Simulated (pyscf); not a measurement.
Optimised with ωB97X-D3(BJ)/def2-SVP in PySCF. Correlated levels are frozen-core, on RHF or UHF. ΔMP2 is the change of the MP2 total energy from the triple- to the quadruple-zeta basis.

**Question.** Estimate the classical barrier height and the reaction energy of `[CH2]=[C]1[CH]=[CH][CH2]1` → `[CH]#[CH]` + `[CH2]=[C]=[CH2]` at CCSD(T)/def2-TZVPP + ΔMP2(QZVPP). The step runs on the singlet surface, breaks C–C, C–C and forms none; take the reactant's lowest minimum found as zero.

**Answer.** ΔE‡ = 315.7 kJ/mol, ΔE = +185.3 kJ/mol. Zero-point energy shifts the barrier by -20.6 kJ/mol. It is a cycloreversion, with an imaginary mode of 370i cm⁻¹. One saddle was located; it need not be the lowest between these sides. One closed-shell reference is unstable to symmetry breaking; treat the single-reference values with care. The CCSD(T) − MP2 part came from Ansatz, without density fitting, on the same reference.
